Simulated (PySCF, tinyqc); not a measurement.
Worked calculation: RHF in the sto-6g basis, for BH, spin multiplicity 1. The lowest restricted solution is unstable here: a spin-polarised one lies 0.0089 hartree lower (PySCF). One step of it, computed by the program tinyqc.

Question. Iteration 2: DIIS coefficients. Solve [B -1; -1 0][c; lambda] = [0; -1] for the coefficients, which sum to one.

B (overlaps of the stored error matrices):
```
,1,2
1,9.6523023e-01,3.3954719e-02
2,3.3954719e-02,1.9560156e-02
```

Give: DIIS coefficients.

Answer.

DIIS coefficients: -0.0157  1.0157
